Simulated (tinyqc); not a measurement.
Inside a calculation. Method: RKS/B3LYP (VWN-RPA form) in the sto-3g basis, for HF, spin multiplicity 1. One step of it, computed by the program tinyqc.

Question. Iteration 2: building the Kohn-Sham matrix. J_ij = sum D_kl (ij|kl), K_ij = sum D_kl (ik|jl); F = H + J - 0.1 K + V_xc; E = tr D H + tr D J / 2 - 0.05 tr D K + E_xc + E_nn.

D after iteration 1:
```
            1F 1s      1F 2s    1F 2px    1F 2py     1F 2pz      2H 1s
1F 1s    2.124195  -0.531841  0.000000  0.000000   0.017342   0.084745
1F 2s   -0.531841   2.300941  0.000000  0.000000  -0.116195  -0.561666
1F 2px   0.000000   0.000000  2.000000  0.000000   0.000000   0.000000
1F 2py   0.000000   0.000000  0.000000  2.000000   0.000000   0.000000
1F 2pz   0.017342  -0.116195  0.000000  0.000000   0.159372   0.522918
2H 1s    0.084745  -0.561666  0.000000  0.000000   0.522918   1.730543
```

core Hamiltonian H = T + V (hartree):
```
             1F 1s       1F 2s     1F 2px     1F 2py     1F 2pz      2H 1s
1F 1s   -40.477291   -9.497306   0.000000   0.000000  -0.009249  -1.087650
1F 2s    -9.497306  -10.955044   0.000000   0.000000  -0.114805  -2.556516
1F 2px    0.000000    0.000000  -8.631705   0.000000   0.000000   0.000000
1F 2py    0.000000    0.000000   0.000000  -8.631705   0.000000   0.000000
1F 2pz   -0.009249   -0.114805   0.000000   0.000000  -8.693930  -1.809764
2H 1s    -1.087650   -2.556516   0.000000   0.000000  -1.809764  -4.473215
```

Two-electron integrals (ij|kl) in chemists' order, unique and non-zero (hartree):
```
(11|11) 5.403501   (21|11) 0.841920   (21|21) 0.156299   (22|11) 1.268028
(22|21) 0.292344   (22|22) 0.926167   (31|31) 0.027998   (32|31) 0.043169
(32|32) 0.204588   (33|11) 1.264502   (33|21) 0.292403   (33|22) 0.925959
(33|33) 0.997514   (41|41) 0.027998   (42|41) 0.043169   (42|42) 0.204588
(43|43) 0.053770   (44|11) 1.264502   (44|21) 0.292403   (44|22) 0.925959
(44|33) 0.889973   (44|44) 0.997514   (51|51) 0.027998   (52|51) 0.043169
(52|52) 0.204588   (53|53) 0.053770   (54|54) 0.053770   (55|11) 1.264502
(55|21) 0.292403   (55|22) 0.925959   (55|33) 0.889973   (55|44) 0.889973
(55|55) 0.997514   (61|11) 0.096752   (61|21) 0.017822   (61|22) 0.033167
(61|33) 0.033116   (61|44) 0.033116   (61|51) 0.000718   (61|52) 0.001355
(61|55) 0.033274   (61|61) 0.002052   (62|11) 0.262409   (62|21) 0.061386
(62|22) 0.219075   (62|33) 0.215782   (62|44) 0.215782   (62|51) 0.004173
(62|52) 0.033548   (62|55) 0.225444   (62|61) 0.007111   (62|62) 0.065560
(63|31) 0.006214   (63|32) 0.037626   (63|53) 0.006933   (63|63) 0.009411
(64|41) 0.006214   (64|42) 0.037626   (64|54) 0.006933   (64|64) 0.009411
(65|11) 0.185835   (65|21) 0.044007   (65|22) 0.168146   (65|33) 0.161123
(65|44) 0.161123   (65|51) 0.008818   (65|52) 0.061842   (65|55) 0.181999
(65|61) 0.005294   (65|62) 0.061839   (65|65) 0.067361   (66|11) 0.444973
(66|21) 0.105772   (66|22) 0.436403   (66|33) 0.422532   (66|44) 0.422532
(66|51) 0.008353   (66|52) 0.095972   (66|55) 0.463721   (66|61) 0.012307
(66|62) 0.173419   (66|65) 0.190674   (66|66) 0.774606
```

nuclear repulsion = 4.07059393 hartree

V_xc (hartree):
```
            1F 1s      1F 2s     1F 2px     1F 2py     1F 2pz      2H 1s
1F 1s   -2.817350  -0.389840   0.000000   0.000000   0.000497  -0.045042
1F 2s   -0.389840  -0.717770   0.000000   0.000000  -0.002349  -0.162770
1F 2px   0.000000   0.000000  -0.739557   0.000000   0.000000   0.000000
1F 2py   0.000000   0.000000   0.000000  -0.739557   0.000000   0.000000
1F 2pz   0.000497  -0.002349   0.000000   0.000000  -0.656389  -0.125822
2H 1s   -0.045042  -0.162770   0.000000   0.000000  -0.125822  -0.432530
```

E_xc = sum of w rho eps_xc = -8.56900492 hartree

Give: Coulomb J; exchange K; Kohn-Sham matrix F; total energy of this density.

Answer.

Coulomb J (hartree):
```
          1F 1s   1F 2s  1F 2px  1F 2py  1F 2pz   2H 1s
1F 1s   19.4458  3.6742  0.0000  0.0000  0.0101  0.4195
1F 2s    3.6742  9.0556  0.0000  0.0000  0.1473  2.1799
1F 2px   0.0000  0.0000  9.0853  0.0000  0.0000  0.0000
1F 2py   0.0000  0.0000  0.0000  9.0853  0.0000  0.0000
1F 2pz   0.0101  0.1473  0.0000  0.0000  8.9697  1.7261
2H 1s    0.4195  2.1799  0.0000  0.0000  1.7261  4.9260
```

exchange K (hartree):
```
          1F 1s   1F 2s  1F 2px  1F 2py  1F 2pz   2H 1s
1F 1s   11.0593  1.8689  0.0000  0.0000  0.0049  0.2245
1F 2s    1.8689  2.9159  0.0000  0.0000  0.0225  0.7396
1F 2px   0.0000  0.0000  2.5778  0.0000  0.0000  0.0000
1F 2py   0.0000  0.0000  0.0000  2.5778  0.0000  0.0000
1F 2pz   0.0049  0.0225  0.0000  0.0000  1.0973  0.6201
2H 1s    0.2245  0.7396  0.0000  0.0000  0.6201  1.5290
```

Kohn-Sham matrix F (hartree):
```
           1F 1s    1F 2s   1F 2px   1F 2py   1F 2pz    2H 1s
1F 1s   -24.9548  -6.3999   0.0000   0.0000   0.0008  -0.7356
1F 2s    -6.3999  -2.9088   0.0000   0.0000   0.0279  -0.6133
1F 2px    0.0000   0.0000  -0.5437   0.0000   0.0000   0.0000
1F 2py    0.0000   0.0000   0.0000  -0.5437   0.0000   0.0000
1F 2pz    0.0008   0.0279   0.0000   0.0000  -0.4904  -0.2715
2H 1s    -0.7356  -0.6133   0.0000   0.0000  -0.2715  -0.1326
```

total energy of this density = -98.514913 hartree
